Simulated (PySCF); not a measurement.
Gas-phase reaction: 4 SiH4 + 3 C4H8 (trans-2-butene) = 4 (CH3)3SiH

Method: PySCF energies (xtb for GFN2) plus ideal-gas RRHO corrections (1 bar). † marks an energy on the PBE0/def2-TZVP geometry and frequencies; other levels use their own. MP2 and CCSD(T) freeze the core. 6-31G* has spherical d functions here. All species are closed-shell singlets. B3LYP is the form with VWN-RPA correlation. MP2 isn't extrapolated to the basis-set limit; its ΔH°(298 K) is -607.7 kJ in def2-SVP and -719.2 kJ in def2-TZVPP. CCSD(T) isn't extrapolated to the basis-set limit. The harmonic model lacks anharmonicity and excited electronic states, which grow with temperature; levels with a mode under 35 cm⁻¹ are left out. Internal rotation in C4H8 (trans-2-butene), (CH3)3SiH is treated as a harmonic vibration of one conformer, which makes the entropy rough.

```csv
level,"ΔE electronic, kJ","ΔH°(298 K), kJ","ΔS°(298 K), J/K","ΔG°(1000 K), kJ"
B3LYP/6-31G*,-642,-572,-366,-229
B3LYP/def2-TZVP†,-667,-601,-369,-257
CCSD(T)/def2-SVP†,-610,-544,-369,-200
GFN2-xTB,-86,0,-345,331
HF/6-31G*,-616,-552,-373,-204
M06-2X/def2-TZVP†,-769,-703,-369,-359
MP2/def2-SVP†,-674,-608,-369,-264
PBE/def2-SVP,-676,-608,-368,-265
LDA/def2-TZVP†,-819,-753,-369,-409
ωB97M-V/def2-TZVP†,-774,-707,-369,-364
ωB97X-V/def2-TZVP†,-764,-698,-369,-354
```
ΔH° is lowest at LDA/def2-TZVP† and highest at GFN2-xTB. No reference value is set beside these.
